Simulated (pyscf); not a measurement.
## Routes from H₂B–Cl + hydrogen (H₂)

Candidate steps break at most two bonds and form at most two. Each was searched with GFN2-xTB (tblite) first. PySCF, gas phase, ωB97X-D3(BJ)/def2-SVP geometries. Energies: ωB97M-D3(BJ)/def2-TZVP, kcal/mol, from the separated reactants, singlet surface; ΔG‡ with ideal gas, 1 atm, RRHO with modes under 100 cm⁻¹ raised to 100, one conformer, R ln 2 for chiral ones without a mode under 150 cm⁻¹.

| products | type | ΔE‡ | ΔE | ΔG‡ 298 K | ΔG‡ 900 K | ν‡ (cm⁻¹) |
|---|---|---|---|---|---|---|
| H₂B–Cl + H₂ | four-centre exchange | 13.8 | 0.0 | 24.7 | 43.1 | 1061i |
| BH₃ + HCl | four-centre exchange | 25.2 | +20.0 | 34.9 | 52.7 | 800i |

Row 2: On the product side the descent ends in a complex, 4.8 kcal/mol under the separated species and 10.4 kcal/mol under the saddle at ωB97X-D3(BJ)/def2-TZVP. 

Plain bond fissions and candidates not yet searched are not listed, and one of them may be faster. Each barrier is that of the saddle found; lower ones may exist.
